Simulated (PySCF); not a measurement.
# FH3Si: the cost of one run

Computed with PySCF 2.14.0. Level: levels as typed in each script, gas phase, geometry from GFN2-xTB.

### 1 The system as given

SMILES `F[SiH3]`, 5 atoms, charge 0, spin multiplicity 1.

Bond lengths: F1–Si2 1.606 Å, Si2–H3 1.454 Å, Si2–H4 1.454 Å, Si2–H5 1.454 Å. Angles: F1–Si2–H3 105.1°, F1–Si2–H4 105.1°, F1–Si2–H5 105.1°, H3–Si2–H4 113.5°, H3–Si2–H5 113.5°, H4–Si2–H5 113.5°.

Coordinates:

```xyz
5
FH3Si
F     1.0938    0.0000    0.0000
Si   -0.5122    0.0000    0.0000
H    -0.8910   -1.3410   -0.4156
H    -0.8913    0.3104    1.3689
H    -0.8913    1.0302   -0.9535
```

### 2 Density, bond paths and surface potential (B3LYP/def2-svp)

Input file input.py:

```python
import numpy as np
from pyscf import gto, scf, dft
from pyscf.scf import atom_ks, atom_hf
from scipy.linalg import block_diag

def solve(mol, dm0=None, hcore=None):
    mf = (dft.UKS if mol.spin else dft.RKS)(mol, xc='b3lyp')
    mf.grids.level = 3
    mf = mf.density_fit(auxbasis='def2-universal-jkfit')
    mf.conv_tol, mf.max_cycle = 1e-8, 80
    if hcore is not None:
        mf.get_hcore = lambda *args: hcore
    mf.kernel(dm0)
    if not mf.converged:
        mf = mf.newton().run(mf.mo_coeff, mf.mo_occ, max_cycle=30)
    assert mf.converged, 'SCF not converged'
    return mf

mol = gto.M(atom='''
F      1.09378     0.00001     0.00001
Si    -0.51218     0.00002     0.00001
H     -0.89101    -1.34098    -0.41561
H     -0.89130     0.31042     1.36895
H     -0.89126     1.03020    -0.95348
''', basis='def2-svp', charge=0, spin=0, verbose=4)
mf = solve(mol)
mf.analyze()
# spherically averaged free atoms, for the promolecule
atm = atom_ks.get_atm_nrks(mol, xc='b3lyp')
pro = block_diag(*[(atm[a[0]][2] * atm[a[0]][3]) @ atm[a[0]][2].T for a in mol._atom])
np.savez('result.npz', e=mf.e_tot, c=mf.mo_coeff, occ=mf.mo_occ, eps=mf.mo_energy, pro=pro, dip=mf.dip_moment(verbose=0), s2=mf.spin_square()[0])
```

Launch:

```bash
$ OMP_NUM_THREADS=1 python input.py
```

What time and memory should one allow on 1 thread of AMD EPYC 7R43 (Zen 3), shared host?

About 3.4 s, with a peak of 0.23 GiB.
